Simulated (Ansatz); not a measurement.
Relaxation of CH$_{7}$Si$_{2}$ (10 atoms, charge -1, multiplicity 1), to a largest force component of 0.015 eV/Å in at most 40 steps.

These are results of RKS PBE0-D4/def2-SVP (Ansatz), not measurements.

```xyz
10
Properties=species:S:1:pos:R:3
Si -1.109 0.881 -0.741
C -0.342 -0.686 -0.208
Si -1.012 -2.307 -0.710
H -2.339 0.638 -1.561
H -0.430 1.938 -1.591
H -1.572 1.713 0.407
H -0.036 -0.666 0.846
H -0.173 -3.433 -0.188
H -1.023 -2.491 -2.190
H -2.392 -2.829 -0.358
```

**Question.** Where does it end, and by what steps?

**Answer.** The forces met the threshold. Limits of this set-up: an anion without diffuse functions, the dipole of an ion depends on the origin. After 11 steps the energy has fallen by 0.208 eV; H9 moved furthest, 0.83 Å.

```tsv
step	energy less start (eV)	largest force component (eV/Å)	accepted
0	0.0000	1.118	yes
1	-0.1025	0.534	yes
2	-0.1262	0.314	yes
3	-0.1566	0.189	yes
4	-0.1577	0.323	yes
5	-0.1769	0.143	yes
6	-0.1995	0.072	yes
7	-0.1963	0.306	no
8	-0.2051	0.046	yes
9	-0.2061	0.081	yes
10	-0.2071	0.045	yes
11	-0.2078	0.012	yes
```

```xyz
10
Properties=species:S:1:pos:R:3
Si -1.110 0.849 -0.759
C -0.557 -0.694 -0.051
Si -1.070 -2.304 -0.629
H -1.818 0.655 -2.083
H -0.033 1.893 -1.063
H -2.093 1.742 0.013
H 0.039 -0.648 0.872
H 0.030 -3.347 -0.845
H -1.779 -2.238 -1.965
H -2.035 -3.149 0.216
```

Time of the run: 36 s on 1 thread of Arm Neoverse V1 (shared host), peak memory 0.16 GiB.
